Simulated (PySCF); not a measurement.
Stepwise substitution at one centre (B F-SiH3). Gas-phase values, no solvent. Strings in code marks are SMILES.

Method: PySCF with PBE-D3(BJ)/def2-TZVP // B3LYP-D3(BJ)/def2-TZVP. All candidates: neutral, multiplicity 1. Excitations are Tamm–Dancoff values on a coarser integration grid. The basis has no diffuse functions, so Rydberg states are missing or too high.

The HOMO is -6.30 eV and the LUMO comes out as -3.14 eV. The T1 excitation (TDA) is 2.72 eV.

Question: Say which member has these values.
A) `FB(F)F`
B) `FB([SiH3])[SiH3]`
C) `[SiH3]B([SiH3])[SiH3]`
D) `FB(F)[SiH3]`

Answer: B, `FB([SiH3])[SiH3]`. The others give `FB(F)[SiH3]`: -7.76 eV, -2.14 eV, 4.95 eV; `[SiH3]B([SiH3])[SiH3]`: -6.84 eV, -4.06 eV, 2.35 eV; `FB(F)F`: -10.00 eV, -0.39 eV, 9.44 eV
